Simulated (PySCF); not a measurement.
# A search over the determinants of SiN

Unrestricted PBE0; Si aug-pcseg-1, N aug-pcseg-1; no relativity (PySCF 2.14). Outer shells of the fragments: Si 3s2 3p2; N 2s2 2p3.

Followed along the bond (rough minima from three points):

```
2Ms+1     unpaired  ⟨S²⟩ at the start  R at minimum (Å)  Te (eV)
    2          σ ↑               0.90              1.58     0.00
    2          π ↑               0.78              1.65     0.04
    4        π ↑↑↑               3.76  none in the scan   ≤ 2.29
    6  σ ↑, π ↑↑↑↑               8.76  none in the scan   ≤ 4.34
```

Solutions found at the starting distance of 1.770 Å, counted from the lowest of them; the search is not exhaustive and high or unbound solutions are not listed, so other states can lie among these:

```
2Ms+1     unpaired   term  E (eV)  ⟨S²⟩  ⟨Lz²⟩  μ (D)
    2          π ↑     ²Π    0.00  0.78   1.01  -3.00
    2          σ ↑    ²Σ⁺    0.35  0.90   0.00  -3.12
    4        π ↑↑↑     ⁴Π    2.21  3.76   1.01  -0.46
    4    σ ↑, π ↑↑  mixed    2.31  3.77   2.01  -1.56
    4    σ ↑, π ↑↑  mixed    2.78  3.76   2.01  -1.60
    2        π ↑↑↓  mixed    2.80  1.76   3.02  -0.42
    2    σ ↓, π ↑↑  mixed    2.94  1.78   2.01  -1.49
    2    σ ↓, π ↑↑  mixed    3.44  1.77   2.01  -1.57
    6  σ ↑, π ↑↑↑↑    ⁶Σ⁺    4.50  8.76   0.00   0.06
    4    σ ↑, π ↑↑    ⁴Σ⁻    5.49  3.75   0.00  -1.09
    4    σ ↑↑, π ↑     ⁴Π    5.65  3.77   1.02  -0.67
    2    σ ↓, π ↑↑  mixed    5.85  1.76   0.00  -1.43
    4    σ ↑↑, π ↑     ⁴Π    6.31  3.83   1.01  -3.05
    6  σ ↑↑, π ↑↑↑     ⁶Π    7.36  8.76   1.01  -0.67
```

A term symbol is given only where ⟨S²⟩ and ⟨Lz²⟩ are close to those of a pure state; real π, δ and φ orbitals otherwise mix terms. A positive dipole means Si(−)N(+).

**Question.** Compare the gap between the two lowest followed solutions at the starting distance with the gap between their minima.

**Answer.** At PBE0 the second solution (doublet, unpaired electrons π ↑) lies -0.35 eV from the first (doublet, unpaired electrons σ ↑) at 1.770 Å and +0.04 eV at the minima; the two curves relax by different amounts, since their minima lie near 1.65 and 1.58 Å. A gap this small is a tie at this level.

Counting both spins, an empty level lies below a filled one in some of these solutions, because spin and occupation are held.
